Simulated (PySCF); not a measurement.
**Cl2H2Si: core ionisation energies**

Compound: dichlorosilane, Cl2H2Si.
Z-matrix (Å and degrees, GFN2-xTB geometry), rows numbered from 1:
```
Cl
Si  1  2.0095
Cl  2  2.0094  1  109.62
H   2  1.4549  1  108.70  3   118.68
H   2  1.4547  1  108.67  3  -118.62
```

Method: delta-SCF UKS SCAN, pcX-2 on the ionised atom, pcseg-1 elsewhere, spin-free X2C in PySCF. Vertical ΔSCF values, vacuum level as zero.

Give the core binding energies atom by atom.

```
atom(s)     bonded to     level  binding energy (eV)  2p1/2 (eV)  count
Cl1/Cl3            Si     Cl 1s              2829.17           –      2
    Si2  2 Cl and 2 H     Si 1s              1848.79           –      1
Cl1/Cl3            Si  Cl 2p3/2               206.61      208.27      2
    Si2  2 Cl and 2 H  Si 2p3/2               108.82      109.44      1
```

Which photon energy gives electrons from Si 2p3/2 of Si2 a kinetic energy of 150 eV, and what is their de Broglie wavelength?

hν = 108.82 + 150 = 258.82 eV, recoil neglected; λ = 12.264 Å/√(E/eV) = 1.00 Å.

Express the binding energy of Si 2p3/2 of Si2 in atomic units and per mole.

108.82 eV = 3.9991 Eh = 10500 kJ/mol.

The first atom of each set that the bonding makes equivalent was ionised and stands for the set. Spin–orbit and ligand-field terms were added within each 2p shell after the spin-free SCF. 2p1/2 minus 2p3/2 (ligand field included): Cl 1.65 eV, Si 0.63 eV. Geometry: GFN2-xTB; no solvent, vibrations or thermal averaging.
